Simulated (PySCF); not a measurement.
**How exact exchange moves a shielding**

Molecule: `C=CC(=O)Cl`, C₃H₃ClO.

Cartesian coordinates in Å; atom numbers follow the order of the lines, from 1:
```xyz
8

C    -0.2577    0.5907   -0.4823
C     0.9245    0.9028    0.0565
C     2.1482    0.8478   -0.7708
O     2.2217    0.5709   -1.9225
Cl    3.6092    1.2561    0.1719
H    -0.3254    0.2957   -1.5335
H    -1.1761    0.6211    0.1084
H     1.0369    1.1996    1.1008
```

GIAO shieldings (ppm, equivalent atoms averaged) in PySCF 2.14.0 with density-fitted response routines on the PBE0-D3(BJ)/def2-SVP geometry, basis pcSseg-2, gas phase, non-relativistic:

```csv
functional,exact exchange (%),σ(C2),σ(Cl5)
BLYP,0,28.9,389.2
BP86,0,33.3,403.8
PBE,0,33.0,406.2
PBE0,25,38.3,455.6
mPW1PW91,25,37.7,453.1
HF,100,52.8,563.6
```

**Question.** Fit each shielding as a line in the percentage of exact exchange.

**Answer.** σ(C2) = 32.1 + 0.21 x (rms 1.5 ppm); σ(Cl5) = 404.3 + 1.64 x (rms 8.4 ppm). The functionals also differ in their semilocal parts, which the line can't hold; Hartree–Fock has no correlation at all.

**Question.** What does the line predict for B3LYP (20 %), and what does the run give?

**Answer.** σ(C2): 36.3 predicted, 33.1 computed; σ(Cl5): 437.1 predicted, 429.2 computed ppm.
